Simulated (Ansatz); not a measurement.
Saddle point of C₂H₈Si, singlet (C₂H₈Si (CC[SiH3]) → C₂H₄ (C=C) + SiH₄; bonds formed: Si1–H4; bonds broken: Si1–C2, C3–H4), PBE0-D4/def2-TZVP structure:

Si1  (0.353, 1.172, 0.153)
C2  (0.186, -0.969, 0.588)
C3  (-0.574, -0.865, -0.581)
H4  (-0.568, 0.676, -1.065)
H5  (0.897, 2.538, 0.531)
H6  (-0.888, 1.216, 0.988)
H7  (1.535, 0.699, -0.633)
H8  (-0.318, -1.058, 1.541)
H9  (1.185, -1.381, 0.536)
H10  (-1.657, -0.853, -0.525)
H11  (-0.152, -1.175, -1.531)
(Å)

Energies are electronic, without zero-point energy. Barriers and step energies count from the start structure reached by relaxing down the imaginary mode; all methods use the PBE0-D4 structures, on which another method's saddle can fall below an end. Program: Ansatz 0.2.0. Basis: def2-TZVPP, with def2-QZVPP for the basis limit. Cores are frozen in the correlated methods. B3LYP uses VWN-RPA correlation. Extrapolation: Hartree–Fock as exp(−7.88 √X), correlation as X^−2.97.

| method | barrier (kJ/mol) | step energy (kJ/mol) |
| --- | --- | --- |
| SPW92 | ? | 166.4 |
| PBE-D4 | ? | 137.3 |
| BLYP-D4 | 319.7 | 112.2 |
| r2SCAN-D4 | 325.8 | 139.5 |
| B97M-V | 330.0 | 133.6 |
| PBE0-D4 | ? | 147.4 |
| B3LYP-D4 | 340.7 | 122.7 |
| r2SCAN0-D4 | 343.7 | 147.0 |
| BHLYP-D4 | 370.9 | 131.3 |
| CAM-B3LYP-D4 | 356.7 | 130.9 |
| wB97X-V | 356.9 | 140.5 |
| wB97M-V | 344.1 | 134.1 |
| B2PLYP | 348.4 | 125.2 |
| PBE-QIDH | 353.2 | 151.4 |
| RPA on PBE | 344.0 | 120.5 |
| HF | 417.3 | 110.1 |
| MP2 | 351.9 | 139.2 |
| CCSD | 363.8 | 127.9 |
| CCSD(T) | 349.4 | 127.4 |

Problem. Fill in the withheld barriers. (Judge from chemistry; the value comes from the calculation.)

Solution. By the calculation: PBE-D4 308.0; SPW92 298.0; PBE0-D4 334.2 kJ/mol. Each is the energy of the saddle less that of the start structure, by the same method.

For comparison, the barrier by CCSD(T) at an estimated basis limit (MP2 extrapolated from triple and quadruple zeta, plus CCSD(T) − MP2 in triple zeta) is 348.7 kJ/mol.

The T1 diagnostic stays at or below 0.017.

For scale, one of the runs: CCSD(T)/def2-TZVPP, 216 basis functions, launched by `ansatz run in.yaml --threads 2 --pin off --events-out ev --progress --plain --max-ram 4352MiB`. Time: 24 s of wall clock on 2 CPU threads of an Intel Xeon 6975P-C; the host was shared. Peak host memory: 3.3 GiB.
